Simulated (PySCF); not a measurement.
**Working out the ionisation energy of F**

F [He] 2s2 2p5 (2P) → F⁺ [He] 2s2 2p4 (3P). All numbers are calculated (PySCF 2.14, the non-relativistic Hamiltonian (point nucleus), in def2-SVP (3s2p1d, 14 functions)). Frozen: 1s2. Energies in hartree (1 hartree = 27.21139 eV):

| part | F (lower) | F⁺ (upper) |
| --- | --- | --- |
| UHF | -99.284051 | -98.704449 |
| CCSD correlation | -0.149750 | -0.109064 |
| (T) | -0.000916 | -0.000823 |

Task: What does Hartree-Fock give?

Result: (-98.704449) − (-99.284051) = 0.579602 hartree = 15.772 eV.

Task: What do CCSD and CCSD(T) give?

Result: The CCSD correlation energies differ by 0.040686 hartree = 1.107 eV and the triples by 0.000093 hartree = 0.003 eV, so CCSD gives 16.879 eV and CCSD(T) 16.882 eV.

Measured between the centres of the two terms (NIST): 17.427 eV, so CCSD(T) (valence) is off by -0.545 eV.

A double-zeta basis recovers only part of the correlation energy.

What remains against the reference includes basis incompleteness, the frozen core and higher excitations.
